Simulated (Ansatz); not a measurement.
Compare A (`C=CC(=C)N`) with its isomer B (`CC=C=CN`).

Gas-phase electronic energies from Ansatz, PBE0-D4/def2-TZVP geometries. CBS: MP2 limit from def2 TZ/QZ plus the TZ coupled-cluster correction, frozen cores. Functionals use def2-TZVPP. B3LYP here is the variant with VWN-RPA as its local correlation; programs differ in this. One conformer a species, not always the lowest.

A:

Z-matrix (Å, degrees):
```
C
C 1 1.331
H 1 1.083 2 121.0
H 1 1.084 2 122.3 3 -178.1
C 2 1.461 1 125.7 3 -179.6
H 2 1.085 1 119.5 3 0.4
N 5 1.387 2 116.6 1 5.8
C 5 1.342 2 119.9 1 -171.2
H 7 1.008 5 114.4 2 38.7
H 7 1.007 5 114.3 2 169.3
H 8 1.084 5 122.0 2 -179.9
H 8 1.081 5 120.3 2 2.2
```

B:

```xyz
12

C     1.8065    0.1145   -1.1345
C     1.1712   -0.1150    0.2029
C    -0.1000   -0.3164    0.4097
C    -1.3629   -0.5398    0.6645
N    -2.3173    0.4099    1.0462
H     2.3208    1.0803   -1.1602
H     2.5603   -0.6518   -1.3408
H     1.0646    0.0942   -1.9329
H     1.8466   -0.1120    1.0607
H    -1.7317   -1.5629    0.6541
H    -3.2311    0.2380    0.6544
H    -2.0268    1.3611    0.8758
```

(1) Which is lower in electronic energy at CCSD(T)/CBS, and by how much? (Estimate.)

(2) Give E(B) − E(A) in kJ/mol with PBE-D4, CCSD/def2-TZVPP, B3LYP-D4, B2PLYP, BLYP-D4, CCSD(T)/def2-TZVPP, HF/def2-TZVPP. (Estimate.)

(3) Does the order hold for the free energy at 298.15 K (harmonic terms from PBE0-D4)? (An estimate is asked.)

Largest T1 diagnostic: 0.012.

Results:

(1) The calculation gave: A, by 72.8 kJ/mol.

(2) Computed: PBE-D4 61.4, CCSD/def2-TZVPP 70.8, B3LYP-D4 66.9, B2PLYP 67.1, BLYP-D4 64.7, CCSD(T)/def2-TZVPP 72.2, HF/def2-TZVPP 71.6. None reverses the order clearly.

(3) Computed: Yes: G(B) − G(A) = +68.3 kJ/mol, for one conformer each.

From PBE to PBE0 (25 % exact exchange), in def2-TZVPP and without D4, E(B) − E(A) moves by +4.4 kJ/mol. Leaving LDA and LC-ωPBE aside and taking each functional with its dispersion term where it has one, the values, not all of them listed here, spread over 10.2 kJ/mol, from PBE-D4 to BHLYP-D4. LDA lies +7.1 kJ/mol from PBE without D4.
